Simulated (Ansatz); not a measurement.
Reaction (SMILES): O (H2O) → [OH-] + H+
B3LYP-D3(BJ)/def2-TZVP geometries, fixed; electronic energies without zero-point terms.

Effect of the final integration grid (spheres per factor e of radius in core and valence, angular degree) at PBE/aug-cc-pVTZ with Ansatz (an electronic-structure program), against the last row, where the deprotonation energy is 392.79 kcal/mol. The default's grid is 13, 11, 36.

```
setting                     largest shift of a total energy (mEh)  shift of the deprotonation energy (kcal/mol)
--------------------------  -------------------------------------  --------------------------------------------
accuracy: medium (default)                                  0.000                                         0.000
final_grid: 4, 3, 11                                       -0.940                                         0.518
final_grid: 6, 5, 17                                        0.011                                         0.000
final_grid: 8, 7, 23                                        0.003                                        -0.001
final_grid: 10, 9, 29                                       0.000                                         0.000
final_grid: 18, 15, 47                                      0.000                                         0.000
final_grid: 26, 22, 59                                      0.000                                         0.000
```

Within 0.3 kcal/mol in the deprotonation energy: accuracy: medium (default); final_grid: 6, 5, 17; final_grid: 8, 7, 23; final_grid: 10, 9, 29; final_grid: 18, 15, 47. The largest shift is 0.940 mEh in a total energy and 0.518 kcal/mol in the difference.
